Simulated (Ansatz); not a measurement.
**CH₂Na radical (SMILES [CH2][Na]): Born-Oppenheimer dynamics**

Aim: follow the atoms for 40 steps of 1.0 fs with a Langevin thermostat, with velocities drawn for 1000 K.

Computed with Ansatz 0.2.0, Gaussian basis. Level: SPW92/def2-SVP, unrestricted.

2 further runs of the same task are left out: 2 that didn't finish.

## (1) Starting geometry

SMILES `[CH2][Na]`, 4 atoms, charge 0, spin multiplicity 2.

Atoms are counted from 1 here; the program's logs count them from 0.

Bond lengths: C1–Na2 2.265 Å, C1–H3 1.095 Å, C1–H4 1.095 Å. Angles: Na2–C1–H3 123.9°, Na2–C1–H4 123.8°, H3–C1–H4 105.6°.

Geometry (Å):

| atom | x (Å) | y (Å) | z (Å) |
| --- | --- | --- | --- |
| C1 | -0.1037 | -0.0107 | -0.2718 |
| Na2 | 1.5435 | 0.2159 | 1.2656 |
| H3 | -0.8540 | 0.7592 | -0.4814 |
| H4 | -0.5857 | -0.9643 | -0.5124 |

## (2) The run

The input, md/in.yaml:

```yaml
crystal:
  periodic: [false, false, false]
  atoms:
    - {symbol: C, position_ang: [-0.103750, -0.010730, -0.271780]}
    - {symbol: Na, position_ang: [1.543460, 0.215860, 1.265570]}
    - {symbol: H, position_ang: [-0.854050, 0.759200, -0.481360]}
    - {symbol: H, position_ang: [-0.585660, -0.964320, -0.512420]}
basis:
  gaussian: {orbitals: def2-SVP}
magnetization: {spin_polarized: true, initial_magnetization: 1}
hamiltonian: {xc: lda}
md: {n_steps: 40, timestep: 1.0, temperature: 1000, ensemble: nvt_langevin, seed: 283, friction: 0.002, initial_velocities: maxwell_boltzmann}
```

The run is started by

```
$ ansatz run in.yaml --threads 2 --pin off --events-out ev --progress --plain --max-ram 3481MiB
```

**Question.** What will these runs give? Wanted: temperature at the start; mean temperature, second half; lowest and highest potential energy, from the first frame; largest change of potential + kinetic.

The runs gave:

| quantity | value |
| --- | --- |
| length | 40 steps, 40.0 fs |
| temperature at the start | 750 K |
| mean temperature, second half | 343 K |
| lowest and highest potential energy, from the first frame | -20 and 260 meV |
| largest change of potential + kinetic | 104.8 meV |

What this shows: The thermostat trades energy with the molecule, so the sum of potential and kinetic energy isn't conserved: it changes by -60 meV over the run. The mean temperature of the second half is still well below the 1000 K set. With 4 atoms the instant temperature spans 108 to 750 K. The bonding pattern stays as it was. Under Langevin the temperature counts 3N degrees of freedom, more than the drawn velocities fill, so it starts at 750 K, not 1000 K.
